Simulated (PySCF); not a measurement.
C4H3F2 (doublet state).
Structure used (GFN2-xTB), in Å, numbered top down from 1:
```xyz
9
C4H3F2 angstrom
C     -1.721    0.476   -0.671
C     -0.604   -0.053   -0.315
C      0.564   -0.605    0.064
F      0.847   -1.860   -0.377
C      1.538   -0.043    0.863
F      1.381    1.191    1.360
H     -2.626    0.364   -0.087
H     -1.822    1.068   -1.571
H      2.456   -0.530    1.137
```

The hyperfine couplings belong to this conformer and change with its torsions.

As a line formula: `C=[C]/C(F)=C\F` [radical].

Theory: UKS B3LYP, pcH-1 on C F H, non-relativistic, mean-field spin-orbit, GIAO in PySCF 2.14.0. Geometry: GFN2-xTB; no solvent, vibrations or thermal averaging. Couplings are sensitive to structure, and on GFN2-xTB geometries they can be far from those on DFT ones. No stability test was run, so a lower SCF solution isn't excluded. ⟨S²⟩ is 0.777 where a pure state has 0.75.

Principal values of hyperfine tensors in MHz (contact and dipolar terms together), for some of the nuclei:

```
atom  isotope      A1      A2      A3
  F6      19F  -86.14  -50.78  437.57
  C5      13C    8.33   11.30  184.90
  C3      13C  -91.48  -47.62  -42.70
  C2      13C   -1.59   11.85  143.37
  H9       1H  -76.37  -50.31  -20.58
  C1      13C  -50.26  -37.97  -33.17
  F4      19F  -99.25   -2.11   29.74
```

Q: Give the isotropic coupling of each nucleus in MHz and in mT (g = 2.0029), and the anisotropic part.

A: a_iso = (A1 + A2 + A3)/3, Ti = Ai − a_iso; 1 mT corresponds to 28.034 MHz.

| atom | a_iso (MHz) | a_iso (mT) | T1 | T2 | T3 |
| --- | --- | --- | --- | --- | --- |
| F6 | 100.22 | 3.575 | -186.36 | -150.99 | 337.35 |
| C5 | 68.18 | 2.432 | -59.84 | -56.88 | 116.72 |
| C3 | -60.60 | -2.162 | -30.88 | 12.98 | 17.90 |
| C2 | 51.21 | 1.827 | -52.80 | -39.36 | 92.16 |
| H9 | -49.09 | -1.751 | -27.29 | -1.22 | 28.51 |
| C1 | -40.47 | -1.444 | -9.79 | 2.50 | 7.30 |
| F4 | -23.87 | -0.851 | -75.38 | 21.76 | 53.61 |

Q: What spin density at the nucleus of H9 lies behind its contact coupling (g_N = 5.58569)?

A: a_FC = 800.24 MHz bohr³ × g_N × ρ(0)/(2S). With a_FC = -49.09 MHz and 2S = 1, ρ(0) = -0.01098 bohr⁻³. In magnitude that is 3.4 % of the 1/π = 0.318 of a free hydrogen atom.

Q: H7 (1H, g_N = 5.58569) isn't in the table. Its spin density at the nucleus is 0.02499 bohr⁻³. What is its contact coupling?

A: By the same relation, a_FC = 111.7 MHz. Its full tensor has the principal values 108.70, 109.44, 117.02 MHz.

Q: Name the largest traceless tensor T of the table and describe it.

A: F6: -186.4, -151.0, 337.3 MHz, rhombic: the two smaller values differ by 10 % of the largest.

Q: In a single crystal, with the field along each principal axis of the tensor of C3 in turn, what first-order splitting does this nucleus give (isotropic g, quadrupole terms neglected)?

A: 2 lines (I = 1/2), spaced by |A_i|/(g × 13.996): 3.26, 1.70, 1.52 mT along the axes of A1, A2 and A3.

Time: 54 s (grids of density and orbitals included); peak memory 0.69 GiB. Hardware: an AMD EPYC with one thread, shared host.
